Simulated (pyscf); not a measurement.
Four-centre exchange: F–W(F)(F)(F)(F)–SH (SMILES [F][W]([F])([F])([F])([F])[SH]) + HCl (SMILES Cl) → H₂S (SMILES S) + F–W(F)(F)(F)(F)–Cl (SMILES [F][W]([F])([F])([F])([F])[Cl])

Gas phase, singlet surface, charge 0. Bonds broken: S1–W2, Cl9–H10. Bonds formed: S1–H10, W2–Cl9. Single points on ωB97X-D3(BJ)/def2-SVP structures (PySCF, gas phase).

Transition state (Å):

```xyz
10

S      1.0350    -0.5349     0.7134
W     -1.2552     0.0267    -0.2005
F     -1.1972    -1.8213    -0.3518
F     -2.2142     1.3377    -1.0825
F     -2.9717    -0.4741     0.2931
F     -1.2378     0.7272     1.5088
F     -0.4213    -0.1345    -1.8527
H      1.5061    -1.1118    -0.4101
Cl     0.3192     2.1860    -0.3392
H      1.1309     1.0961     0.2226
```

One imaginary mode, 531i cm⁻¹; descent along it reached the two sides named, in the forms told below.

```
bond     change  reactant side (Å)  saddle  product side
-------  ------  -----------------  ------  ------------
S1–W2    breaks              2.355   2.529           2.8
Cl9–H10  breaks              1.286   1.470           2.7
S1–H10    forms                2.7   1.706         1.347
W2–Cl9    forms                4.1     2.7         2.331
```

Electronic energies relative to the separated reactants (eV):

```json
[
 {"level": "ωB97X-D3(BJ)/def2-TZVP", "barrier": "0.69", "reaction energy": "-0.38", "reverse barrier": "1.07"},
 {"level": "PBE/def2-TZVP", "barrier": "0.56", "reaction energy": "-0.42", "reverse barrier": "0.99"},
 {"level": "r²SCAN/def2-TZVP", "barrier": "0.51", "reaction energy": "-0.45", "reverse barrier": "0.96"},
 {"level": "B3LYP-D3(BJ)/def2-TZVP", "barrier": "0.71", "reaction energy": "-0.42", "reverse barrier": "1.13"},
 {"level": "PBE0-D3(BJ)/def2-TZVP", "barrier": "0.57", "reaction energy": "-0.40", "reverse barrier": "0.97"},
 {"level": "M06-2X/def2-TZVP", "barrier": "0.67", "reaction energy": "-0.39", "reverse barrier": "1.07"},
 {"level": "ωB97M-D3(BJ)/def2-TZVP", "barrier": "0.77", "reaction energy": "-0.44", "reverse barrier": "1.21"},
 {"level": "HF/def2-TZVP", "barrier": "1.56", "reaction energy": "-0.54", "reverse barrier": "2.10"}
]
```

With ωB97M-D3(BJ)/def2-TZVP energies and thermal terms (ideal gas, 1 atm, RRHO with modes under 100 cm⁻¹ raised to 100, one conformer, R ln 2 for chiral ones without a mode under 150 cm⁻¹), in eV:

| T (K) | ΔH‡ | ΔG‡ | ΔH | ΔG |
|---|---|---|---|---|
| 298 | 0.72 | 1.24 | -0.45 | -0.45 |
| 600 | 0.72 | 1.78 | -0.47 | -0.44 |
| 900 | 0.74 | 2.30 | -0.48 | -0.43 |
| 1200 | 0.76 | 2.82 | -0.50 | -0.41 |

On the product side the descent ends in an adduct with a S–W contact, 0.30 eV over the separated species and 0.77 eV under the saddle at ωB97X-D3(BJ)/def2-TZVP. What is counted as broken (S–W) persists as a longer contact in the product adduct; parting that adduct is a step of its own. One saddle was located; it need not be the lowest between these sides. Elements past Kr carry the def2 core potentials, without spin-orbit coupling.
